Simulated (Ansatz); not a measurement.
**Cs2AgBiBr6 (Fm-3m, No. 225)**

Level of theory: r²SCAN (Ansatz, a first-principles code, plane waves, PAW).

Settings: plane-wave cutoff 560 eV, 6×6×6 k mesh, Fermi–Dirac smearing 0.01 eV, no spin polarisation, scalar-relativistic PAW data made under PBE.

Cell (relaxed at this level):

Space group Fm-3m (No. 225); a = b = c = 11.3436 Å, α = β = γ = 90.00°

```csv
atom,site,symmetry,x,y,z
Bi,4a,m-3m,0.0000,0.0000,0.0000
Cs,8c,-43m,0.2500,0.2500,0.2500
Ag,4b,m-3m,0.5000,0.5000,0.5000
Br,24e,4m.m,0.0000,0.0000,0.2519
```
(The calculation used a cell of 10 atoms; values per cell refer to that cell.)

```yaml
band_gap: 1.67 eV
smallest_direct_gap_on_the_k_points_sampled: 2.75 eV
direct gap at Γ: 3.31 eV
```

Spin–orbit coupling is not included; with these elements it can move the gap by several tenths of an eV or more.

Computed values are for the static lattice.

The result took about 2.6 core-minutes (a rough figure).
